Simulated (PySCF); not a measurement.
# CF2 (Difluoromethylene): the cost of one run

The runs use PySCF 2.14.0, with density-fitted response routines of our own; the level of theory stands in each step. All values are computed, except where a source is named. Atoms count from 0, in the outputs and in this text.

### 1 The molecule as given

3 atoms, charge 0, multiplicity 1; geometry from: MMFF94s. The atoms were then displaced at random by about 0.03 Å, so the start is not that level's minimum.

Bonds of the start (Å): F0–C1 1.27, C1–F2 1.30.

### 2 Optimising the geometry at PBE0-D3(BJ)/def2-SVP

Job settings and geometry (Å):

```
{"job": {"xc": "PBE0", "basis": "def2-SVP", "d3": "d3bj", "grid": 1, "shake": 0.03, "kind": "geom"}, "charge": 0, "multiplicity": 1}
F     -1.281690    -0.062720     0.012540
C     -0.017030    -0.013580    -0.006470
F      1.282320    -0.020910    -0.025960
```

On the command line:

```bash
$ OMP_NUM_THREADS=1 python probes_run.py task.json out
```

This one command runs all jobs of the session in turn.

Q: Estimate the wall time and peak memory of this first job on 1 thread of Arm Neoverse V2, shared host.

About 3.7 s, with a peak of 0.24 GiB.
